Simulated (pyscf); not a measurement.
## Four-centre exchange: F–Sn(F)(F)–F + hydrogen (H₂) → hydrogen fluoride (HF) + F–SnH(F)–F

Gas phase, singlet surface, charge 0. Bonds broken: F1–Sn2, H6–H7. Bonds formed: F1–H6, Sn2–H7. Single points on ωB97X-D3(BJ)/def2-SVP structures (PySCF, gas phase).

Transition state (Å):

```xyz
7

F     -0.3956    -0.0916     1.9127
Sn    -0.6206    -0.4353    -0.1419
F      0.7037     0.8721    -0.5486
F     -2.1895     0.2921    -0.9476
F      0.1179    -2.0017    -0.9446
H     -1.1969    -0.9738     1.7456
H     -1.6798    -1.5369     1.0606
```

One imaginary mode, 1268i cm⁻¹; descent along it reached the two sides named, in the forms told below.

```json
[
 {"bond": "F1–Sn2", "change": "breaks", "reactant side (Å)": "1.904", "saddle": "2.095", "product side": "2.528"},
 {"bond": "H6–H7", "change": "breaks", "reactant side (Å)": "0.761", "saddle": "1.010", "product side": "3.2"},
 {"bond": "F1–H6", "change": "forms", "reactant side (Å)": "2.463", "saddle": "1.203", "product side": "0.948"},
 {"bond": "Sn2–H7", "change": "forms", "reactant side (Å)": "2.8", "saddle": "1.945", "product side": "1.678"}
]
```

Electronic energies relative to the separated reactants (kcal/mol):

```
level                   barrier  reaction energy  reverse barrier
----------------------  -------  ---------------  ---------------
ωB97X-D3(BJ)/def2-TZVP     30.2             +1.8             28.5
PBE/def2-TZVP              25.0             +2.2             22.9
r²SCAN/def2-TZVP           26.5             +3.4             23.1
B3LYP-D3(BJ)/def2-TZVP     29.6             +1.4             28.3
PBE0-D3(BJ)/def2-TZVP      26.9             -0.5             27.5
M06-2X/def2-TZVP           31.9             +3.4             28.6
ωB97M-D3(BJ)/def2-TZVP     30.1             +0.4             29.7
HF/def2-TZVP               44.2             -1.4             45.6
```

With ωB97M-D3(BJ)/def2-TZVP energies and thermal terms (ideal gas, 1 atm, RRHO with modes under 100 cm⁻¹ raised to 100, one conformer, R ln 2 for rigid chiral ones), in kcal/mol:

```csv
T (K),ΔH‡,ΔG‡,ΔH,ΔG
298,30.8,38.1,+2.4,+0.3
600,29.9,46.0,+1.8,-1.6
900,29.6,54.1,+1.4,-3.2
1200,29.8,62.2,+1.1,-4.7
```

On the product side the descent ends in a bound adduct (not fully relaxed), 8.2 kcal/mol under the separated species and 36.6 kcal/mol under the saddle at ωB97X-D3(BJ)/def2-TZVP. One saddle was located; it need not be the lowest between these sides. Elements past Kr carry the def2 core potentials, without spin-orbit coupling.
